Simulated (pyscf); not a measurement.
Homolytic dissociation enthalpies at 298 K of Cl–Ge, Cl–Si, Cl–Sn, F–Ge, F–Si, Ge–I bonds in 8 gas-phase molecules, in kJ/mol. Structures and frequencies: ωB97X-D3(BJ)/def2-SVP in PySCF. Correlated levels are frozen-core, on RHF or UHF. ΔMP2 is the change of the MP2 total energy from the triple- to the quadruple-zeta basis. Both columns use the same structures and thermal terms. Rows were drawn at random from the closed-shell molecules with such a bond whose radicals are computed, keep their shape and have no isomer in the data more than 5 kcal/mol lower.

```tsv
row	molecule	radicals	r²SCAN/def2-TZVP	CCSD(T)/def2-TZVPP + ΔMP2(QZVPP)
1	HO–Si(F)(F)–Cl	HO–Si•(F)–Cl + F•	655.6	677.2
2	F–GeH₂–SeH	F• + •H₂Ge–SeH	511.6	527.0
3	Cl–GeH₂–Cl	Cl• + Cl–GeH₂•	400.8	408.6
4	F–SiH₂–SH	F• + •H₂Si–SH	615.7	634.0
5	F–Sn(F)(F)–Cl	F–Sn•(F)–F + Cl•	340.6	359.7
6	HO–Si(OH)(Cl)–Cl	HO–Si•(OH)–Cl + Cl•	472.8	483.7
7	H₃C–GeH₂–Cl	H₃C–GeH₂• + Cl•	415.5	?
8	H₃Ge–I	GeH₃• + I•	300.8	313.5
```

Fit a line that carries the r²SCAN values to the last column and predict row 7.

In the 7 complete rows the last column lies 7.8 to 21.6 kJ/mol from r²SCAN (mean 15.1, median 15.4). Least squares gives y = 5.7 + 1.02·x with residuals of 3.9 kJ/mol (root mean square). For row 7: 5.7 + 1.02 × 415.5 = 429.5 kJ/mol. The computed value is 421.0 kJ/mol, 8.5 under the line. The CCSD(T) − MP2 part came from Ansatz, without density fitting, on the same reference. The frozen core leaves the outer d or s,p core shells of the metals and heavy elements correlated in the MP2 and CC values, and def2-TZVPP describes them poorly, which can shift differences by a few kcal/mol. Left out: the spin-orbit lowering of Cl, F, I, which is large for Br, Se, Te and I. Elements up to Kr have no core potential and no relativistic terms here. Elements past Kr carry the def2 core potentials, without spin-orbit coupling.
